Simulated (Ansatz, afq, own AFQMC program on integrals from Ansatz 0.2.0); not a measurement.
AFQMC on a folder of integrals that Ansatz 0.2.0 wrote.

```yaml
crystal:
  periodic: [false, false, false]
  atoms:
    - {symbol: Si, position_ang: [0.000000, 0.000000, 0.489694]}
    - {symbol: O, position_ang: [0.000000, 0.000000, -1.026105]}
    - {symbol: H, position_ang: [0.000000, 1.230909, 1.321383]}
    - {symbol: H, position_ang: [0.000000, -1.230909, 1.321383]}
basis:
  gaussian: {orbitals: cc-pVTZ}
magnetization: {spin_polarized: false}
correlation: {method: ccsd_t, electrons: outside_noble_gas, hamiltonian_folder: ham}
```

```sh
$ ansatz run in.yaml --threads 1 --pin off --events-out ev --progress --plain --max-ram 24576MiB --backend cuda --devices 0, --max-vram 18GiB
```

afq runs on the folder ham with

```
--method free --trial cisd --walkers 1600 --time-step 0.03 --max-blocks 4000 --target-error 0.00042 --factor-cut 1e-05 --seed 5086 --times 0,0.21,0.42,0.81,1.2,1.8,2.4,3 --taylor-order 8
```

Times are imaginary, in 1/Eh. The walk had a cap of 119 s.

Output of the walk:

```
orbitals 86  electrons 6 6  factors 534 of 539
reference energy -364.98095445 Eh
CCSD correlation -0.37196513 Eh in 11 cycles, weight of the determinant in the CISD state 0.8733
repeat  energy at the last time / Eh  error
    10  -365.370732  0.001174
    20  -365.369485  0.000816
    30  -365.369169  0.000597
    40  -365.369468  0.000570
    50  -365.369622  0.000492
    60  -365.369657  0.000442
    70  -365.369687  0.000410
time / (1/Eh)  energy / Eh  error  mean overlap
  0.00  -365.352958  0.000131  1.1452
  0.21  -365.362677  0.000134  1.1432
  0.42  -365.365756  0.000126  1.1395
  0.81  -365.367687  0.000135  1.1407
  1.20  -365.368851  0.000179  1.1397
  1.80  -365.369595  0.000234  1.1376
  2.40  -365.369741  0.000269  1.1407
  3.00  -365.369677  0.000404  1.1359
energy -365.369677 +/- 0.000404 Eh
```

The run passed its tests (error under three times the target), which doesn't prove that it has relaxed.

Against this walk (error 11.0 meV) on the same determinant: CCSD(T) 24.9 meV higher, CCSDT(Q) 20.4 meV lower (within the noise). The error is statistical, and a free projection of finite length keeps a remainder of its start.

Cautions: remainder of the start not in the error; higher spins were not checked; raised T1 diagnostic (T1 0.022, weight of the determinant 0.87, largest double 0.07).

The walk took 57 s on 2 threads of a server CPU with a shared H100 80 GB, shared host (the card was shared). The log's last line is the free-projection energy.

CCSDT and higher add their correlation energy to the determinant of the CCSD(T) run, since their own runs factorise the integrals more tightly (a shift of under 2 meV). A walk keeps the symmetry of its determinant, which the program's search chose and which needn't be the lowest solution, so a lower state of the same spin and another symmetry isn't excluded.
